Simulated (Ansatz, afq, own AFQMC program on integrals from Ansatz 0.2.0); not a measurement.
# Al₂H₃, doublet in cc-pVDZ along one coordinate

```xyz
5

Al    0.0000    0.0000    1.2080
Al    0.0000    0.0000   -1.2475
H     0.0000    1.4042    1.9470
H     0.0000   -1.4042    1.9470
H     0.0000    0.0000   -2.8369
```

The Al1–Al2 distance is changed with both sides rigid. Energies in kcal/mol count from this geometry (2.455 Å) at the same level; the start stands on UHF, each point on the determinant named.

Basis cc-pVDZ. Noble-gas cores (and the filled d shells of Ga–Kr and In–Xe) are frozen. Ansatz 0.2.0 and our own AFQMC program on the same integrals; the CISD trial comes from CCSD amplitudes, and released means the phaseless constraint is let go. Error bars are statistical, one sigma.

Cautions, each for one point or more: an unrestricted solution with more broken spin lies lower, while this determinant keeps restricted orbitals; higher spins were not checked; raised T1 diagnostic; strong correlation; the search met a lower determinant of the same kind, perhaps of another symmetry, and this one is a saddle point; unrestricted determinant slightly spin contaminated; unrestricted determinant spin contaminated.

```tsv
r(Al1–Al2) / Å	det.	T1	weight	⟨S²⟩	CCSD(T)	ph-AFQMC/CISD	released AFQMC	CCSDT(Q)	B2PLYP	PBE0
1.952	UHF	0.019	0.89	0.76	49.2	49.3 ± 0.3	–	49.3	45.6	44.0
3.034	UHF	0.042	0.85	0.80	16.3	16.3 ± 0.3	15.9 ± 0.4*	15.9	17.3	17.8
3.894	UHF¶	0.078	0.78	0.99	32.0	32.0 ± 0.3	–	32.2	33.7	38.6
5.293	UHF†	0.013	0.87	0.75	29.3	29.8 ± 0.2	29.6 ± 0.3*	29.7	32.1	38.4
8.537	UHF†	0.013	0.87	0.75	29.2	29.3 ± 0.2	29.4 ± 0.3*	29.5	31.8	38.4
```

Weight is that of the determinant in the CISD state; at the start T1 is 0.019 and the weight 0.88, and ⟨S²⟩ is 0.76. ¶ marks points with a poor determinant and no full CI, where no value is sure; they don't count among the departures. An asterisk marks released energies that aren't shown to be converged. A dagger marks points whose determinant fills other symmetries than the start's, so the wave-function levels may follow another state there, or a degenerate partner. Symmetry can't show for every point that it stays on the start's state. A dash marks a missing value, a released energy that hasn't settled or a functional that sits on another state. Largest departures from CCSDT(Q), at the points where its series has closed: CCSD(T) 0.5 kcal/mol at 3.034 (on UHF), ph-AFQMC/CISD 0.5 kcal/mol at 3.034 (on UHF) (within the noise), B2PLYP -3.8 kcal/mol at 1.952, PBE0 -5.3 kcal/mol at 1.952. Functionals count only at points shown to share the start's state and spin. In this small basis the wave-function levels are far from their limit, so their gap to the functionals isn't the functionals' error.

Some points may be missing: those where a free walk finds a much lower state, and past Zn most of those on another determinant than at the start.

A walk keeps the symmetry of its determinant, which the program's search chose and which needn't be the lowest solution, so a lower state of the same spin and another symmetry isn't excluded.
